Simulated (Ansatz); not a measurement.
Relaxation of CH8SSi (11 atoms, charge 0, multiplicity 1), to a largest force component of 0.03 eV/Å in at most 50 steps.

Theory: RKS B3LYP/6-31G* in Ansatz 0.2.0.

```xyz
11
Properties=species:S:1:pos:R:3
Si 0.136 -0.010 0.187
C 0.205 -0.038 2.066
H -0.673 -0.475 2.559
H 1.061 -0.646 2.396
H 0.356 0.968 2.476
H 1.531 -0.103 -0.343
H -0.453 1.230 -0.355
H -0.605 -1.202 -0.314
S -3.092 0.730 0.855
H -3.151 -0.405 0.128
H -2.059 0.261 1.637
```

Question: Where does it end, and by what steps?

Answer: The forces met the threshold. The force dipped under the threshold on the way, but the program's further checks kept it going. After 25 steps the energy has fallen by 0.356 eV; H11 moved furthest, 1.86 Å.

| step | energy less start (eV) | largest force component (eV/Å) | accepted |
| --- | --- | --- | --- |
| 0 | 0.0000 | 0.857 | yes |
| 1 | -0.1627 | 0.416 | yes |
| 2 | -0.2445 | 0.179 | yes |
| 3 | -0.2795 | 0.152 | yes |
| 4 | -0.3000 | 0.307 | yes |
| 5 | -0.3101 | 0.260 | yes |
| 6 | -0.3217 | 0.059 | yes |
| 7 | -0.3158 | 0.209 | no |
| 8 | -0.3233 | 0.011 | yes |
| 9 | -0.3239 | 0.235 | yes |
| 10 | -0.3256 | 0.096 | yes |
| 11 | -0.3289 | 0.013 | yes |
| 12 | -0.3304 | 0.136 | yes |
| 13 | -0.3303 | 0.384 | no |
| 14 | -0.3317 | 0.108 | yes |
| 15 | -0.3332 | 0.333 | yes |
| 16 | -0.3362 | 0.352 | yes |
| 17 | -0.3408 | 0.280 | yes |
| 18 | -0.3451 | 0.238 | yes |
| 19 | -0.3504 | 0.016 | yes |
| 20 | -0.3504 | 0.346 | yes |
| 21 | -0.3539 | 0.051 | yes |
| 22 | -0.3547 | 0.094 | yes |
| 23 | -0.3553 | 0.089 | yes |
| 24 | -0.3557 | 0.040 | yes |
| 25 | -0.3559 | 0.021 | yes |

```xyz
11
Properties=species:S:1:pos:R:3
Si 0.507 -0.075 0.175
C 0.507 -0.168 2.059
H -0.512 -0.310 2.435
H 1.121 -1.004 2.411
H 0.907 0.753 2.498
H 1.884 0.128 -0.355
H -0.335 1.058 -0.305
H -0.033 -1.328 -0.423
S -3.814 0.111 1.426
H -3.511 -0.253 0.161
H -3.465 1.397 1.210
```

Whether the end is a true minimum wasn't checked by a vibrational analysis.

Time of the run: 89 s on 1 thread of Arm Neoverse V1, with other jobs on the host, peak memory 0.14 GiB.
